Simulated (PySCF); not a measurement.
Ligands exchanged one at a time, Si Cl-H. All species are isolated molecules in the gas phase. Strings in code marks are SMILES.

Level of theory: PySCF with TPSSh-D3(BJ)/def2-TZVP // CAM-B3LYP-D3(BJ)/def2-TZVP. Excitations are Tamm–Dancoff values on a coarser integration grid. The basis has no diffuse functions, so Rydberg states are missing or too high.

```
species                                       dipole moment (D)  S1 oscillator strength  S1 excitation (TDA) (eV)  LUMO (eV)
--------------------------------------------  -----------------  ----------------------  ------------------------  ---------
0 of 4 Cl replaced by H (`Cl[Si](Cl)(Cl)Cl`)               0.00                   0.000                      7.31      -0.98
1 of 4 Cl replaced by H (`Cl[SiH](Cl)Cl`)                  0.76                   0.000                      7.67      -0.46
2 of 4 Cl replaced by H                                    1.14                   0.009                      7.53      -0.30
3 of 4 Cl replaced by H (`[SiH3]Cl`)                       1.26                   0.009                      7.37      -0.38
4 of 4 Cl replaced by H (`[SiH4]`)                         0.00                       –                         –       0.80
```
